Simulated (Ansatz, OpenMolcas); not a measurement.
CHP (methylidynephosphane): the energy, rung by rung

The species is CHP (3 atoms), meant as a singlet with charge 0. SMILES: `C#P`. Geometry: relaxed at GFN2-xTB.

```jsonl
{"atom": "C", "x (Å)": "-0.1371", "y (Å)": "0.0598", "z (Å)": "-0.0664"}
{"atom": "P", "x (Å)": "1.1492", "y (Å)": "-0.5127", "z (Å)": "0.5742"}
{"atom": "H", "x (Å)": "-1.0121", "y (Å)": "0.4528", "z (Å)": "-0.5078"}
```

Quantity: the energy change with the C1–P2 bond stretched from 1.547 to 3.094 Å, in eV. The values are calculated.

| level | kind | program | value (eV) | less FCI/STO-3G | CPU time (all runs) |
| --- | --- | --- | --- | --- | --- |
| HF/STO-3G (restricted) | Hartree–Fock | Ansatz | 12.65 | +5.10 | 0.54 s |
| BLYP/STO-3G (restricted) | GGA | Ansatz | 11.09 | +3.54 | 3 s |
| PBE/STO-3G (unrestricted) | GGA | OpenMolcas | 9.11 | +1.56 | 36 s |
| B3LYP/STO-3G (restricted) | global hybrid | OpenMolcas | 12.14 | +4.59 | 10 s |
| HSE06/STO-3G (restricted) | range-separated hybrid | Ansatz | 12.65 | +5.10 | 19 s |
| B2PLYP/STO-3G (restricted) | double hybrid | Ansatz | 11.88 | +4.33 | 46 s |
| MP2/STO-3G (restricted) | perturbation theory | Ansatz | 12.60 | +5.05 | 1.2 s |
| CCSD(T)/STO-3G (restricted) | coupled cluster or CI | Ansatz | 10.14 | +2.59 | 1.3 s |
| FCI/STO-3G | exact in the basis | OpenMolcas | 7.55 | 0.00 | 5.6 s |

FCI/STO-3G is exact within its basis and frozen core, so for wave-function methods in that basis the difference is their error; functionals converge differently with the basis, so for them it is only a difference. A spin-restricted reference rises too steeply as a bond breaks; here HF/STO-3G, BLYP/STO-3G, B3LYP/STO-3G, HSE06/STO-3G, B2PLYP/STO-3G, MP2/STO-3G, CCSD(T)/STO-3G lie well above the multireference or unrestricted value. The first shape isn't each level's own minimum. The values span 7.55 to 12.65 eV. Spin contamination of the reference (⟨S²⟩ at least 0.1 too high) touches PBE/STO-3G. All rows use very small basis sets, so none should be taken for the real molecule's value. In so small a basis fixed costs decide the times, and correlated methods can beat functionals. CPU times are rough (shared hosts, several kinds of processor and program).
